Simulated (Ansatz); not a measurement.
**Si–AsH₂, doublet: reading a ladder of total energies**

Geometry: a PBE0/def2-TZVP stationary point for this spin, not checked as a minimum.

| atom | x (Å) | y (Å) | z (Å) |
| --- | --- | --- | --- |
| Si | 0.0412 | 0.0000 | 1.7137 |
| As | -0.0396 | 0.0000 | -0.6161 |
| H | 0.8969 | 1.1361 | -0.9789 |
| H | 0.8969 | -1.1361 | -0.9789 |

Basis cc-pVDZ; Ansatz 0.2.0. Only valence electrons are correlated (noble-gas cores and the filled d shells of p-block atoms frozen), which leaves 11 electrons in 36 orbitals. Prefix R: restricted or restricted open-shell reference; prefix U: unrestricted. No spin–orbit coupling is included, and no scalar relativity.

Full CI isn't at hand for all of this; UCCSDT(Q) serves as the reference, and is uncertain by the last step of the cluster series or more.

UCCSD has a T1 diagnostic of 0.036 and a largest doubles amplitude of 0.07.

Runs differ by some tens of microhartree through their thresholds and, for an open shell, their frozen cores, so steps under 0.03 kcal/mol mean nothing.

```json
{"level": "UHF", "total energy (hartree)": "-2524.202536"}
{"level": "UMP2", "total energy (hartree)": "-2524.373637"}
{"level": "UCCSD", "total energy (hartree)": "-2524.413782"}
{"level": "UCCSD(T)", "total energy (hartree)": "-2524.420718"}
{"level": "UCCSDT", "total energy (hartree)": "-2524.422047"}
{"level": "UCCSDT(Q)", "total energy (hartree)": "-2524.422521"}
```

Question: What is the correlation energy at UCCSDT(Q), and what share of it do UMP2 and UCCSD(T) recover?

Answer: E(corr) = -2524.422521 − (-2524.202536) = -0.219985 hartree = -5.986 eV. UMP2: -0.171101 / -0.219985 = 77.78 %. UCCSD(T): -0.218182 / -0.219985 = 99.18 %.

Question: By how many kcal/mol does UCCSD(T) miss UCCSDT(Q) (1 hartree = 627.509 kcal/mol), and which steps make up the rest?

Answer: -2524.420718 − (-2524.422521) = 0.001803 hartree = 1.13 kcal/mol. Steps: UCCSDT − UCCSD(T) = -0.83, UCCSDT(Q) − UCCSDT = -0.30 kcal/mol. Differences between like states or geometries often cancel part of this.
